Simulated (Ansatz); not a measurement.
Mulliken charges of `FC[SiH3]` from B3LYP/def2-TZVPP in Ansatz (PBE0-D4/def2-TZVP geometry).

```
atom   x (Å)   y (Å)   z (Å)  charge (e)
  F1  -0.716  -0.522  -1.725      -0.253
  C2  -0.496   0.415  -0.721      -0.016
 Si3   0.492  -0.358   0.699       0.266
  H4  -1.469   0.778  -0.374       0.093
  H5   0.039   1.265  -1.158       0.093
  H6   0.693   0.690   1.737      -0.066
  H7   1.810  -0.829   0.205      -0.058
  H8  -0.261  -1.497   1.281      -0.058
```

Q: By hand: the dipole of these point charges (1 e Å = 4.8032 D).

A: Σ q r = (0.051, 0.310, 0.291) e Å, of length 0.428 e Å = 2.06 D.

Q: How does the dipole of the full density compare? (An estimate is asked.)

A: Computed: (0.027, 0.252, 0.208) e Å, 1.57 D; the point charges give 1.31 times that, at 4° from its direction.

Point charges leave out the atoms' own dipoles, such as those of lone pairs, and Mulliken's split depends on the basis, so the two needn't agree.

B3LYP here is the variant with VWN-RPA as its local correlation; programs differ in this.
